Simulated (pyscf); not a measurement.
Routes from `[CH2][OH]` [doublet] + `[CH4]`

Candidate steps break at most two bonds and form at most two. Each was searched with GFN2-xTB (tblite) first. Structures and frequencies: ωB97X-D3(BJ)/def2-SVP in PySCF. Energies: ωB97M-D3(BJ)/def2-TZVP, kcal/mol, from the separated reactants, doublet surface; ΔG‡ with ideal gas, 1 atm, RRHO with modes under 100 cm⁻¹ raised to 100, one conformer, R ln 2 for chiral ones without a mode under 150 cm⁻¹.

| products | type | ΔE‡ | ΔE | ΔG‡ 298 K | ΔG‡ 900 K | ν‡ (cm⁻¹) |
|---|---|---|---|---|---|---|
| H₃C–OH + CH₃• | hydrogen abstraction | 22.6 | +10.4 | 28.7 | 44.6 | 1657i |
| H₃C–CH₂–OH + H• | substitution at C | 64.3 | +19.6 | 70.8 | 89.7 | 951i |

Plain bond fissions and candidates not yet searched are not listed, and one of them may be faster. Each barrier is that of the saddle found; lower ones may exist.
